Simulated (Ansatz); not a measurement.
Consider CdS in the zinc blende structure (space group F-43m, No. 216; a = 5.878 Å).

Method: Ansatz (a quantum-chemistry and plane-wave program) r2SCAN, no SOC.

Modification: Te takes the place of S on all its sites; the structure is relaxed again.

Measured lattice parameter a: CdS 5.832 Å (room temperature; as listed in arXiv:1206.3780); CdTe 6.48 Å (room temperature; as listed in M J Lucero, T M Henderson, G E Scuseria, Journal of Physics Condensed Matter (2012)).

Task: How well does r2SCAN reproduce the measured shift?

Result: With r2SCAN the lattice parameter a moves by +0.680 Å (5.878 → 6.558) against +0.648 Å measured.

Whether these cells are dynamically stable was not tested.
